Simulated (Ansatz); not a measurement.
Process, species as SMILES: [H][H] (H2) → 2 H atom
B3LYP-D3(BJ)/def2-TZVP geometries, fixed; electronic energies without zero-point terms.
Largest species:
```
H
H 1 0.7440
```

Core correlation in the atomisation energy at CCSD(T) with Ansatz (an electronic-structure program), in kcal/mol: frozen core against all electrons. Core-valence sets carry the plain set on hydrogen. Open shells are unrestricted.

```tsv
basis	functions, most	frozen core
cc-pCVDZ	10	103.49
cc-pVDZ	10	103.49
cc-pCVTZ	28	108.38
cc-pVTZ	28	108.38
cc-pwCVTZ	28	108.38
cc-pCVQZ	60	109.13
cc-pVQZ	60	109.13
cc-pwCVQZ	60	109.13
```

Task: How large is the core term in each set?

Result: The largest core-valence set, cc-pwCVQZ, gives a core term of 0.00 kcal/mol; the valence set cc-pVQZ, which lacks functions for the core, gives 0.00. By row: cc-pCVDZ 0.00, cc-pVDZ 0.00, cc-pCVTZ 0.00, cc-pVTZ 0.00, cc-pwCVTZ 0.00, cc-pCVQZ 0.00, cc-pVQZ 0.00, cc-pwCVQZ 0.00.
